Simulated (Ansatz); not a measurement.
**Two structures, one formula**

Two relaxed structures of CH3FSi, singlet (PBE0-D4/def2-TZVP; forces vanish, vibrations not checked).

A:

F1  (-0.880, -1.305, 1.150)
C2  (-0.031, -0.845, 0.157)
Si3  (0.395, 1.009, 0.094)
H4  (-0.456, -1.129, -0.819)
H5  (0.915, -1.407, 0.225)
H6  (-0.451, 1.371, 1.307)
(Å)

B:

F1  (-0.543, -1.657, 0.927)
C2  (-0.244, -0.841, -0.095)
Si3  (0.236, 0.804, 0.057)
H4  (-0.339, -1.339, -1.057)
H5  (0.524, 1.542, -1.185)
H6  (0.367, 1.491, 1.354)
(Å)

Ansatz 0.2.0; basis: def2-TZVPP; cores frozen in the correlated methods. B3LYP uses VWN-RPA correlation.

Question: Which structure is lower at CCSD(T), and by how much? (To be estimated.)

Answer: By the calculation: B, by 1.48 kcal/mol (electronic energy, against the other). By their contacts, A is CH₃FSi ([F][CH2][SiH]) and B is CH₃FSi ([F][CH][SiH2]).

Question: Do the other methods give the same order? (A judgement: the text doesn't fix the answer.)

Answer: Computed: Not all: wB97M-V, HF, CCSD give the other order.

| method | E(B) − E(A) (kcal/mol) |
| --- | --- |
| PBE-D4 | -3.75 |
| r2SCAN-D4 | -5.27 |
| PBE0-D4 | -1.45 |
| B3LYP-D4 | -1.59 |
| wB97M-V | 1.23 |
| HF | 4.88 |
| MP2 | -2.93 |
| CCSD | 0.74 |
| CCSD(T) | -1.48 |

No T1 diagnostic of these runs exceeds 0.016. The restricted Hartree–Fock reference is unstable towards an unrestricted one at one or more of these structures.

Labels in which every atom is bracketed show which atoms are joined, not bond orders.

For scale, one of the runs: CCSD(T)/def2-TZVPP, 146 basis functions, launched by `ansatz run in.yaml --threads 2 --pin off --events-out ev --progress --plain --max-ram 4352MiB`. Hardware: 2 CPU threads of an Arm Neoverse V2, shared host. Wall time 11 s; peak host memory 0.87 GiB.
